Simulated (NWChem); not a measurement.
dimethyl sulfide (C₂H₆S); SMILES CSC

All runs: NWChem. Pople sets run with spherical d functions. The geometry was optimised at PBE0/def2-SVP.

### Question
Taking B3LYP/aug-cc-pVTZ as the yardstick, which of these has the fewest basis functions while keeping “highest occupied level (eV)” within 0.05 eV of it: B3LYP/3-21G; B3LYP/6-31G*; B3LYP/6-31+G*; B3LYP/STO-3G; B3LYP/def2-TZVP; B3LYP/def2-SVPD; B3LYP/6-311++G**; B3LYP/def2-SVP?

### Answer
B3LYP/6-31+G* (a larger set in the list lies outside the tolerance).
```tsv
level	basis functions	highest occupied level (eV)
B3LYP/STO-3G	25	-2.89
B3LYP/3-21G	43	-5.95
B3LYP/6-31G*	58	-5.89
B3LYP/6-31+G*	70	-6.06
B3LYP/def2-SVP	76	-5.84
B3LYP/def2-SVPD	115	-6.09
B3LYP/6-311++G**	116	-6.09
B3LYP/def2-TZVP	135	-6.03
B3LYP/aug-cc-pVTZ	280	-6.09
```

The yardstick is one finite set, not the basis-set limit.
